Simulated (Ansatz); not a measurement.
# CH₂NO radical (SMILES N[C]=O): one structure at several levels

The task here is to estimate one member of a computed series from the others.

Program: Ansatz 0.2.0, Gaussian basis. Level of theory: single points in def2-TZVPP. These are calculated values, not measurements.

Correlated methods freeze the cores. Orbitals are unrestricted.

## Where the work starts

SMILES `N[C]=O`, 5 atoms, charge 0, spin multiplicity 2.

Atoms are counted from 1 here; the program's logs count them from 0.

Bond lengths: N1–C2 1.371 Å, N1–H4 1.005 Å, N1–H5 1.272 Å, C2–O3 1.296 Å. Angles: C2–N1–H4 123.6°, C2–N1–H5 126.0°, H4–N1–H5 109.3°, N1–C2–O3 129.9°.

Coordinates:

```xyz
5

N    -0.2704    0.2365   -0.2651
C     0.9149   -0.3890    0.0252
O     1.2210   -1.1765    1.0073
H    -0.3860    0.8830   -1.0253
H    -1.2952    0.2840    0.4877
```

Set-up of the first run:

Input file run/in.yaml:

```yaml
crystal:
  periodic: [false, false, false]
  atoms:
    - {symbol: N, position_ang: [-0.270400, 0.236500, -0.265100]}
    - {symbol: C, position_ang: [0.914900, -0.389000, 0.025200]}
    - {symbol: O, position_ang: [1.221000, -1.176500, 1.007300]}
    - {symbol: H, position_ang: [-0.386000, 0.883000, -1.025300]}
    - {symbol: H, position_ang: [-1.295200, 0.284000, 0.487700]}
basis:
  gaussian: {orbitals: def2-TZVPP}
magnetization: {spin_polarized: true, initial_magnetization: 1}
correlation: {method: ccsd_t}
scf: {omitted_lower_state_checks: [cluster_reference]}
output: {forces: true}
```

The command line of these runs was not kept.

Steps of the session up to this table: CCSD(T)/def2-TZVPP; PBE0-D4/def2-TZVPP; wB97M-V/def2-TZVPP; r2SCAN-D4/def2-TZVPP; PBE-D4/def2-TZVPP; revPBE-D4/def2-TZVPP; BLYP-D4/def2-TZVPP.

One of the session's tables, all rows but one given; the rest of the session is left out.

| method | RMS force component (eV/Å) | angle to CCSD(T) forces (°) | dipole (D) |
| --- | --- | --- | --- |
| CCSD(T) | 2.684 | reference | 4.01 |
| PBE0-D4 | 2.855 | 6.0 | 4.15 |
| wB97M-V | 2.857 | 3.5 | 4.16 |
| r2SCAN-D4 | ? | ? | ? |
| PBE-D4 | 2.426 | 6.7 | 3.85 |
| revPBE-D4 | 2.361 | 5.5 | 3.81 |
| BLYP-D4 | 2.319 | 5.4 | 3.82 |

Q: Estimate the row for r2SCAN-D4 from the others.

**Answer.** RMS force component (eV/Å): 2.649; angle to CCSD(T) forces (°): 6.0; dipole (D): 4.04. In the column «RMS force component (eV/Å)» it lies between PBE-D4 (2.426) and CCSD(T) (2.684).
